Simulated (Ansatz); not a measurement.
A made-up structure of BSi2H5, singlet:

```
8
angstrom
B 0.9380 -1.2668 0.6630
Si 0.3337 0.7623 0.2478
Si -1.2358 0.9152 -0.8806
H -1.8296 -0.2978 -1.3190
H -1.7974 2.1588 -1.2738
H 1.1478 1.8491 0.8435
H 1.8298 -1.6122 1.3016
H 0.3432 -2.1489 0.2263
```

It is relaxed with PBE-D4/def2-SVP and then PBE0-D4/def2-TZVP (Ansatz 0.2.0). Atoms count as bonded within 1.22 times the sum of their covalent radii (H–H: 0.88 Å). The end point is not checked to be a true minimum.

(1) Does its bonding change? (A judgement: the text doesn't fix the answer.)

Answers

(1) The calculation gives: No: no bond forms or breaks.

Where it ends: The first stage lowers the energy by 1.22 eV in 5 steps. It ends as BSi₂H₅ ([BH2][SiH][SiH2]):
```json
{"atom": "B1", "x (Å)": "0.9685", "y (Å)": "-1.2356", "z (Å)": "0.6852"}
{"atom": "Si2", "x (Å)": "0.4914", "y (Å)": "0.6156", "z (Å)": "0.3598"}
{"atom": "Si3", "x (Å)": "-1.2469", "y (Å)": "0.8877", "z (Å)": "-0.8890"}
{"atom": "H4", "x (Å)": "-1.9749", "y (Å)": "-0.2860", "z (Å)": "-1.4232"}
{"atom": "H5", "x (Å)": "-1.8535", "y (Å)": "2.1721", "z (Å)": "-1.3144"}
{"atom": "H6", "x (Å)": "1.1663", "y (Å)": "1.8386", "z (Å)": "0.8572"}
{"atom": "H7", "x (Å)": "1.9019", "y (Å)": "-1.5639", "z (Å)": "1.3534"}
{"atom": "H8", "x (Å)": "0.2768", "y (Å)": "-2.0689", "z (Å)": "0.1797"}
```

Labels in which every atom is bracketed show which atoms are joined, not bond orders.

For scale, one of the runs: PBE0-D4/def2-TZVP relaxation, 135 basis functions, launched by `ansatz run in.yaml --threads 2 --pin off --events-out ev --progress --plain --max-ram 4352MiB`. The run took about 14 s on 2 CPU threads of an Arm Neoverse V2 (shared host).
